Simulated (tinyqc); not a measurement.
Inside a calculation. Method: CCSD on RHF in the sto-3g basis, for BH2+, spin multiplicity 1. One step of it, computed by the program tinyqc.

Problem. Orthogonalisation. S = U s U^T; symmetric (Loewdin) form X = U s^(-1/2) U^T, so that X^T S X = 1.

overlap S, lower triangle:
```
,1B 1s,1B 2s,1B 2px,1B 2py,1B 2pz,2H 1s,3H 1s
1B 1s,1.000000
1B 2s,0.269328,1.000000
1B 2px,0.000000,0.000000,1.000000
1B 2py,0.000000,0.000000,0.000000,1.000000
1B 2pz,0.000000,0.000000,0.000000,0.000000,1.000000
2H 1s,0.084129,0.530068,0.000000,0.455749,0.251332,1.000000
3H 1s,0.084129,0.530068,0.000000,-0.455749,0.251332,0.139276,1.000000
```

Give: eigenvalues of S; X.

Solution.

eigenvalues of S: 0.2236  0.2821  0.8597  1.0000  1.0868  1.5786  1.9692

X, lower triangle:
```
,1B 1s,1B 2s,1B 2px,1B 2py,1B 2pz,2H 1s,3H 1s
1B 1s,1.0320
1B 2s,-0.1719,1.4109
1B 2px,0.0000,0.0000,1.0000
1B 2py,0.0000,0.0000,0.0000,1.2810
1B 2pz,-0.0142,0.1774,0.0000,0.0000,1.0824
2H 1s,0.0274,-0.4336,0.0000,-0.3821,-0.2020,1.3688
3H 1s,0.0274,-0.4336,0.0000,0.3821,-0.2020,-0.0289,1.3688
```
